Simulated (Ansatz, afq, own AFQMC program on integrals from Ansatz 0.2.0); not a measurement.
AFQMC on a folder of integrals that Ansatz 0.2.0 wrote.

```yaml
crystal:
  periodic: [false, false, false]
  atoms:
    - {symbol: Si, position_ang: [0.005322, 0.000000, 0.699474]}
    - {symbol: O, position_ang: [-0.028838, 0.000002, -1.476278]}
    - {symbol: H, position_ang: [1.938332, -0.000150, 1.028257]}
    - {symbol: H, position_ang: [-0.814307, 1.599168, 1.457463]}
    - {symbol: H, position_ang: [-0.814553, -1.599042, 1.457463]}
basis:
  gaussian: {orbitals: cc-pVDZ}
magnetization: {spin_polarized: true, initial_magnetization: 1}
correlation: {method: ccsd_t, electrons: outside_noble_gas, hamiltonian_folder: ham}
```

```sh
$ ansatz run in.yaml --threads 1 --pin off --events-out ev --progress --plain --max-ram 1382MiB
```

afq runs on the folder ham with

```
--method phaseless --trial cisd --walkers 60 --populations 1 --least-time 40 --time-step 0.005 --steps-per-block 50 --equilibration-blocks 40 --max-blocks 300 --target-error 0.00086 --factor-cut 1e-05 --start spin_pure --seed 1443 --release-times 0.24,0.51,0.99,1.62,2.4 --release-step 0.03 --release-every 4 --taylor-order 6
```

Times are imaginary, in 1/Eh. The walk had a cap of 1976 s.

afq prints:

```
orbitals 41  electrons 7 6  factors 290 of 446
reference energy -365.31885827 Eh
CCSD correlation -0.30344701 Eh in 17 cycles, weight of the determinant in the CISD state 0.7986
energy of the start -365.606234 Eh
 block  time / (1/Eh)  mean weight  energy / Eh
     1     0.250  1.0000  -365.610869
     2     0.500  0.9969  -365.615475
     3     0.750  0.9984  -365.613659
     4     1.000  0.9988  -365.621841
     5     1.250  1.0013  -365.619860
     7     1.750  0.9974  -365.630212
     9     2.250  0.9981  -365.638019
    13     3.250  0.9997  -365.641131
    25     6.250  1.0005  -365.629408
    37     9.250  0.9989  -365.633326
    49    12.250  0.9949  -365.599581
    61    15.250  0.9997  -365.639954
    73    18.250  0.9997  -365.638070
    79    19.750  1.0002  -365.644916
    85    21.250  0.9997  -365.628061
    97    24.250  0.9984  -365.630577
   109    27.250  1.0029  -365.632561
   121    30.250  0.9995  -365.636719
   133    33.250  1.0001  -365.631927
   145    36.250  0.9980  -365.635669
   157    39.250  0.9988  -365.628494
   169    42.250  1.0034  -365.618015
   181    45.250  0.9996  -365.628835
   193    48.250  0.9986  -365.624233
   205    51.250  1.0010  -365.639151
   217    54.250  0.9992  -365.623179
   229    57.250  1.0004  -365.636224
   241    60.250  0.9966  -365.632390
   247    61.750  0.9995  -365.634992
blocks merged  error / Eh  count
     1  0.000542  210
     2  0.000675  105
     4  0.000751  52
     8  0.000858  26
    16  0.000989  13
released: time / (1/Eh)  energy / Eh  error  mean overlap
  0.24  -365.633725  0.000838  0.9861
  0.51  -365.634959  0.000996  0.9764
  0.99  -365.635387  0.001041  1.0133
  1.62  -365.635066  0.001191  1.0261
  2.40  -365.633133  0.001652  1.0748
energy -365.632304 +/- 0.000858 Eh
(rows thinned)
```

The run passed its tests (sampling time, drift between the halves within three errors, error under three times the target), which doesn't prove that it has relaxed. The second half of the sampling lies above the first by 1.5 errors of their difference, so the energy may still be moving and its error bar be too small.

Against this walk (error 23.3 meV) on the same determinant: CCSD(T) 16.9 meV higher (within the noise). The error is statistical and leaves out the bias of the constraint. The determinant has ⟨S²⟩ = 0.98, so the low cluster orders mix in higher spin (the high orders can go on to a lower state of that spin), while the walk starts as a pure doublet. None of these is a sure reference here. Released to 2.40 1/Eh the energy moves by -23 ± 51 meV (both errors), within twice the noise.

Cautions: constraint bias not in the error; higher spins were not checked; raised T1 diagnostic (T1 0.045, weight of the determinant 0.80, largest double 0.09); unrestricted determinant spin contaminated (⟨S²⟩ 0.98 against 0.75); the bias of populations of 60 walkers isn't removed.

The walk took 8.4 min on 1 thread of Intel(R) Xeon(R) Platinum 8259CL CPU @ 2.50GHz (Skylake/Cascade Lake), on a shared host. The log's last line is the phaseless energy.

A walk keeps the symmetry of its determinant, which the program's search chose and which needn't be the lowest solution, so a lower state of the same spin and another symmetry isn't excluded.
